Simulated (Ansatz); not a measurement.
# C2H4Si: the cost of one run

Program: Ansatz 0.2.0. Level of theory: the levels named in each step. These are calculated values, not measurements.

### Step 1. Starting point

Bond lengths: C1–C2 1.202 Å, C2–Si3 1.848 Å, C1–H4 1.053 Å, Si3–H5 1.465 Å, Si3–H6 1.466 Å, Si3–H7 1.465 Å. Angles: C1–C2–Si3 179.7°, C2–C1–H4 179.9°, C2–Si3–H5 108.2°, C2–Si3–H6 108.0°, C2–Si3–H7 108.1°, H5–Si3–H6 110.8°, H5–Si3–H7 110.8°, H6–Si3–H7 110.8°.

Structure file:

```xyz
7

C     1.9402   -0.1102   -0.1966
C     0.7461   -0.0452   -0.0739
Si   -1.0899    0.0627    0.1098
H     2.9859   -0.1670   -0.3024
H    -1.6453    0.5820   -1.1424
H    -1.5977   -1.2844    0.3851
H    -1.3842    0.9670    1.2246
```

### Step 2. A rough first relaxation, PBE-D4/def2-SVP

This run stands in another session on the same molecule. It ended at:

```xyz
7

C     1.9697   -0.1113   -0.1996
C     0.7495   -0.0440   -0.0748
Si   -1.0759    0.0610    0.1089
H     3.0452   -0.1709   -0.3084
H    -1.6813    0.5917   -1.1597
H    -1.6350   -1.3045    0.3925
H    -1.4170    0.9829    1.2454
```

### Step 3. Relaxation, B2PLYP/def2-TZVPP

input.yaml reads:

```yaml
crystal:
  periodic: [false, false, false]
  atoms:
    - { symbol: C, position_ang: [1.96972904, -0.11133345, -0.19960504] }
    - { symbol: C, position_ang: [0.74945858, -0.0439967, -0.07479017] }
    - { symbol: Si, position_ang: [-1.07592586, 0.06102745, 0.10894017] }
    - { symbol: H, position_ang: [3.04520082, -0.17094823, -0.30841358] }
    - { symbol: H, position_ang: [-1.68133853, 0.59170744, -1.15970983] }
    - { symbol: H, position_ang: [-1.63504521, -1.30446139, 0.39253379] }
    - { symbol: H, position_ang: [-1.41697885, 0.98290488, 1.24535467] }
basis:
  gaussian: { orbitals: def2-TZVPP }
hamiltonian:
  xc: { name: B2PLYP }
relax:
  f_tol: 0.002
  max_steps: 150
```

Run with:

```console
$ ansatz run input.yaml --threads 4 --pin off --max-ram 10240MiB --backend cpu --events-out ev --progress --plain --runs-dir out
```

What time and memory should one allow on 4 threads of Intel Xeon at 2.60GHz (Ice Lake), shared host?

About 23 s, with a peak of 0.55 GiB.
